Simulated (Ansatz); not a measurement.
A nudged elastic band was laid between two geometries of C3H5N (9 atoms, charge 0, multiplicity 1).

Level of theory: RKS PBE-D4/def2-SVP (Ansatz 0.2.0).

```
movable images  : 5
climbing image  : yes
spring          : 5.0 eV/Å²
optimiser       : quadratic models (default)
start path      : through a guess of the saddle point
force threshold : 0.03 eV/Å
iteration limit : 60
end points      : relaxed
```

Initial state:

```xyz
9
Properties=species:S:1:pos:R:3
C 0.192 1.031 -0.772
C 0.071 -0.182 0.042
C 0.406 -1.318 0.565
N -1.063 -0.934 0.712
H -0.578 1.016 -1.574
H -0.001 1.942 -0.165
H 1.196 1.116 -1.232
H 1.035 -2.194 0.740
H -1.168 -0.524 1.667
```

Final state:

```xyz
9
Properties=species:S:1:pos:R:3
C 0.319 0.828 -0.646
C 0.364 -0.416 0.208
C -0.540 -1.676 -0.139
N -0.814 -0.895 0.862
H -0.629 0.887 -1.218
H 0.415 1.756 -0.042
H 1.156 0.816 -1.373
H 1.323 -0.615 0.724
H -1.505 -0.732 1.607
```

Q: What changes between the two ends?

A: Bonds broken: C3–H8. Bonds formed: C2–H8.

Q: Give the energies along the band, and the barrier.

A: It converged. The highest image is number 4 of 0 to 6, 44.8 kcal/mol above the first end and 45.4 kcal/mol above the last; the last end lies 0.7 kcal/mol below the first. Neighbouring images differ by up to 1.4 eV, so the band resolves the path poorly. A vibrational analysis at the climbing image gives one clearly imaginary mode, 1089i cm⁻¹: a first-order saddle point. The orbitals stay closed-shell, which can raise the energy where a bond breaks towards radicals; this wasn't checked here.

```tsv
image	path coordinate (Å)	energy (kcal/mol)	C3–H8 (Å)	C2–H8 (Å)
0	0.00	0.0	1.09	2.34
1	0.52	1.6	1.09	2.32
2	1.04	9.5	1.09	2.16
3	1.56	24.3	1.13	1.79
4	2.08	44.8	1.38	1.32
5	2.68	11.4	1.97	1.11
6	3.27	-0.7	2.31	1.11
```

Q: What is the geometry of the highest image?

A: 
```xyz
9
Properties=species:S:1:pos:R:3
C 0.286 0.855 -0.741
C -0.012 -0.363 0.042
C 0.066 -1.726 0.305
N -1.132 -0.877 0.752
H -0.562 1.008 -1.442
H 0.342 1.756 -0.096
H 1.224 0.752 -1.320
H 1.021 -0.819 0.725
H -1.145 -0.633 1.759
```

Run time: 2.1 min on 1 thread of Arm Neoverse V2, with other jobs on the host, peak memory 0.14 GiB.
